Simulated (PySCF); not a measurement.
# PN2: relaxation and vibrations of the quartet

Where does quartet PN2 go from a end-on start, is the end point a minimum, and what are its modes, charges and moments?

Method: PBE0, basis P def2-TZVP, N def2-TZVP, no relativity, density fitting; program: PySCF 2.14.0.

## (1) Starting geometry

3 atoms, charge 0, spin multiplicity 4.

Bond lengths: P1–N2 1.875 Å, N2–N3 1.204 Å. Angles: P1–N2–N3 119.9°.

Z-matrix (Å, degrees; charge 0 multiplicity 4):
```
P
N  1 1.8746
N  2 1.2041 1 119.89
```

## (2) The SCF at the typed geometry

One driver script runs all steps and calls PySCF; scf.py shows how it sets up the SCF of each step. The optimiser is the driver's own. After this first run the driver tries any further starts and a stability analysis.

scf.py

```python
from pyscf import gto, scf, dft
mol = gto.M(atom='''
P      0.000000     0.000000     0.000000
N      0.000000     0.000000     1.874600
N      1.044000     0.000000     2.474600''',
    basis={'P': 'def2-TZVP', 'N': 'def2-TZVP'},
    charge=0, spin=3)
mf = dft.UKS(mol, xc='PBE0')
mf.grids.atom_grid = (50, 194)
aux = {'P': 'def2-universal-JKFIT', 'N': 'def2-universal-JKFIT'}
mf = mf.density_fit(auxbasis=aux)
mf.conv_tol = 1e-08
mf.diis_space = 10
mf.max_cycle = 60
mf.init_guess = 'minao'
mf.verbose = 4
mf.kernel()
```

On the command line:

```bash
$ OMP_NUM_THREADS=2 python axn.py task.json out
```

Log:

```text
init E= -450.604745852563
[... the frontier-level lines of each cycle are left out ...]
cycle= 1 E= -450.512873509229  delta_E= 0.0919  |g|= 0.178  |ddm|= 1.28
cycle= 2 E= -450.505964358936  delta_E= 0.00691  |g|= 0.254  |ddm|= 0.347
cycle= 3 E= -450.528891824988  delta_E= -0.0229  |g|= 0.104  |ddm|= 0.187
cycle= 4 E= -450.533360688158  delta_E= -0.00447  |g|= 0.0175  |ddm|= 0.0622
cycle= 5 E= -450.533688388236  delta_E= -0.000328  |g|= 0.00539  |ddm|= 0.0272
cycle= 6 E= -450.533739105837  delta_E= -5.07e-05  |g|= 0.00281  |ddm|= 0.00903
cycle= 7 E= -450.533761256166  delta_E= -2.22e-05  |g|= 0.00164  |ddm|= 0.00676
cycle= 8 E= -450.533766513535  delta_E= -5.26e-06  |g|= 0.00116  |ddm|= 0.00356
cycle= 9 E= -450.533769146953  delta_E= -2.63e-06  |g|= 0.000412  |ddm|= 0.00235
cycle= 10 E= -450.53376964063  delta_E= -4.94e-07  |g|= 0.00012  |ddm|= 0.00126
cycle= 11 E= -450.533769675799  delta_E= -3.52e-08  |g|= 4.38e-05  |ddm|= 0.000353
cycle= 12 E= -450.533769678436  delta_E= -2.64e-09  |g|= 1.58e-05  |ddm|= 8.39e-05
Extra cycle  E= -450.533769678563  delta_E= -1.27e-10  |g|= 1.73e-05  |ddm|= 2.8e-05
converged SCF energy = -450.533769678563  <S^2> = 3.7737588  2S+1 = 4.0118618
```

This step, with its further starts and checks, ran for 9.8 s (2 threads of Arm Neoverse V2, shared host).

The starts that the driver tried:

```csv
start,energy (Eh)
the minimal-basis guess,-450.533770
a thermally smeared density,-450.533770
a smeared PBE density,-450.533770
```

The test of internal stability and the other starts found no lower solution of this spin.

## (3) Relaxation: end-on start, quartet

The program finds Cs symmetry in the start, which this walk keeps. Threshold on the gradient: 0.0003 Eh/bohr, with a further test on the energy change.

Edit scf.py of step 2 so:

```diff
@@ -3,3 +3,3 @@
-P      0.000000     0.000000     0.000000
-N      0.000000     0.000000     1.874600
-N      1.044000     0.000000     2.474600''',
+P     -0.247868     0.000000    -1.032592
+N     -0.247868     0.000000     0.842008
+N      0.796132     0.000000     1.442008''',
@@ -15 +14,0 @@
-mf.init_guess = 'minao'
```

Energy and gradient, step by step:

```csv
step,energy (Eh),change (kJ/mol),largest symmetric gradient (Eh/bohr)
0,-450.533770,0.00,0.06652
1,-450.536336,-6.74,0.04584
2,-450.538277,-11.83,0.01574
3,-450.539435,-14.87,0.02110
4,-450.541410,-20.06,0.02742
5,-450.544832,-29.04,0.03378
6,-450.550059,-42.77,0.03606
7,-450.556219,-58.94,0.03175
8,-450.572389,-101.39,0.05576
9,-450.577728,-115.41,0.01358
10,-450.579743,-120.70,0.00562
11,-450.580719,-123.27,0.00173
12,-450.581181,-124.48,0.00332
13,-450.581387,-125.02,0.00285
14,-450.581473,-125.25,0.00811
15,-450.581510,-125.34,0.00104
16,-450.581520,-125.37,0.00080
17,-450.581522,-125.37,0.00183
18,-450.581529,-125.39,0.00040
19,-450.581529,-125.39,0.00005
```

The walk took 27 s.

Geometry (Å) and forces (eV/Å) at some steps:

```
step 0
P   -0.248   0.000  -1.033  -0.014   0.000   0.272
N   -0.248   0.000   0.842   3.421   0.000   1.664
N    0.796   0.000   1.442  -3.407   0.000  -1.935
step 1
P   -0.248   0.000  -1.019  -0.089   0.000  -1.105
N   -0.211   0.000   0.849  -2.268   0.000  -0.413
N    0.759   0.000   1.421   2.357   0.000   1.518
step 10
P   -0.380   0.000  -1.805  -0.024   0.000  -0.173
N   -0.180   0.000   1.363   0.289   0.000   0.217
N    0.860   0.000   1.693  -0.265   0.000  -0.043
step 19
P   -0.498   0.000  -2.468   0.000   0.000   0.000
N   -0.138   0.000   1.769  -0.002   0.000  -0.001
N    0.936   0.000   1.951   0.003   0.000   0.001
```

It settles in Cs symmetry, 125.4 kJ/mol below the start, after 19 steps: N–N 1.089 Å. The molecule has come apart into P + N₂.

## (4) Outcome

| quantity | value |
| --- | --- |
| relaxations | 1 |
| converged | 1 |
| saddle points found | 0 |
| minima found | 0 |

What this shows: No minimum was confirmed: every start fell apart. No equilibrium property of the molecule follows from this session.
